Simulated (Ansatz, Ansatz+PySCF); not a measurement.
| atom | x (Å) | y (Å) | z (Å) |
| --- | --- | --- | --- |
| C | 0.0000 | 0.0000 | -0.3053 |
| O | 0.0000 | 1.1320 | 0.2066 |
| O | 0.0000 | -1.1320 | 0.2066 |
| H | 0.0000 | 0.0000 | -1.4730 |

RHF-MP2 on singlet CHO₂(-) was run in several spherical basis sets with Ansatz (development build ahead of 0.2.0). Frozen core: 3 orbitals. Caution: no diffuse functions for an anion.

Problem. Rank the basis sets by the total energy that they give, lowest first, with the distance from the lowest.
A. def2-TZVP
B. cc-pVDZ
C. def2-SVP

Solution. A (0.00 eV), B (5.84 eV), C (10.23 eV).

Totals follow the description of the cores as much as that of the bonds, so this order isn't one of quality for chemistry.
